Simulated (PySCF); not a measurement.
**Relaxation of doublet H2NO**

Level of theory: UPBE0/[N def2-TZVP, O def2-TZVP, H def2-TZVP], no relativity, density fitting, PySCF. A (50,194) grid was used.

A hand-made T-shaped (ligand arrangement 1) start, of Cs symmetry, held to at least that symmetry:

```xyz
4
charge 0 multiplicity 2, angstrom
N     0.5518    0.0000   -0.0539
O    -0.6175    0.0000   -0.0131
H     0.5518    0.0000    0.9761
H     1.5812    0.0000   -0.0180
```

Optimiser trace:
```
step  E − E(last) (kJ/mol)  largest gradient (Eh/bohr)
   0                379.56                     0.24994
   1                169.60                     0.08528
   2                 81.43                     0.09860
   3                 23.96                     0.07140
   4                  0.74                     0.01393
   5                  0.05                     0.00269
   6                  0.00                     0.00069
   7                  0.00                     0.00045
   8                  0.00                     0.00005
```

It ends at C2v with N–H 1.014 Å (×2), N–O 1.262 Å; H–N–H 119.6°, H–N–O 120.2° (×2). No frequency check is given, so it may be a saddle point. Other isomers or separated fragments may lie lower.

The relaxation took 7.7 s on 2 threads of a shared Arm Neoverse V2 host, with 74 basis functions and 9 gradients; the process peaked at 0.49 GiB. Launch command: `OMP_NUM_THREADS=2 python axn.py task.json out`.
